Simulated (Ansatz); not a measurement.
# AlHF radical: basis-set convergence

The task here is to estimate one member of a computed series from the others.

Computed with Ansatz 0.2.0, Gaussian basis. Level: one geometry, several basis sets.

The runs, in order: PBE0-D4/def2-SVP; ωB97M-V/def2-SVP; PBE0-D4/def2-QZVPP; ωB97M-V/def2-QZVPP; CCSD(T)/cc-pV(D+d)Z; CCSD(T)/cc-pV(T+d)Z; CCSD(T)/cc-pV(Q+d)Z; the functionals' def2-TZVPP values are taken from earlier runs.

### The relaxed structure

All runs share one geometry, relaxed beforehand with PBE0-D4 in a triple-zeta def2 set.

SMILES `[F][AlH]`, 3 atoms, charge 0, spin multiplicity 2.

Atoms are counted from 1 here; the program's logs count them from 0.

Bond lengths: F1–Al2 1.656 Å, Al2–H3 1.607 Å. Angles: F1–Al2–H3 115.5°.

Set-up of the first run:

in.yaml reads:

```yaml
crystal:
  periodic: [false, false, false]
  atoms:
    - {symbol: F, position_ang: [0.907071, 0.893230, 0.585636]}
    - {symbol: Al, position_ang: [-0.432539, 0.317983, -0.199538]}
    - {symbol: H, position_ang: [-0.485431, -1.276114, -0.399298]}
basis:
  gaussian: {orbitals: def2-SVP}
magnetization: {spin_polarized: true, initial_magnetization: 1}
hamiltonian: {xc: pbe0, dispersion: d4}
output: {orbitals: {seedname: orbitals}}
```

Among the steps run: PBE0-D4 in def2-SVP; ωB97M-V in def2-SVP; PBE0-D4 in def2-QZVPP; ωB97M-V in def2-QZVPP.

One table of the session follows, with a row left open; its other results are not shown here.

It belongs to the step «Density functionals: the series». 

| functional | basis | HOMO (eV) | LUMO (eV) |
| --- | --- | --- | --- |
| PBE0-D4 | def2-SVP | -6.04 | -2.57 |
| PBE0-D4 | def2-TZVPP | -6.12 | -2.59 |
| PBE0-D4 | def2-QZVPP | -6.14 | -2.61 |
| ωB97M-V | def2-SVP | ? | ? |
| ωB97M-V | def2-TZVPP | -7.77 | -1.08 |
| ωB97M-V | def2-QZVPP | -7.82 | -1.17 |

Estimate the missing values for ωB97M-V, def2-SVP.

The run gave: HOMO (eV): -7.68; LUMO (eV): -1.07. In the column «HOMO (eV)» it lies between ωB97M-V, def2-TZVPP (-7.77) and PBE0-D4, def2-QZVPP (-6.14).
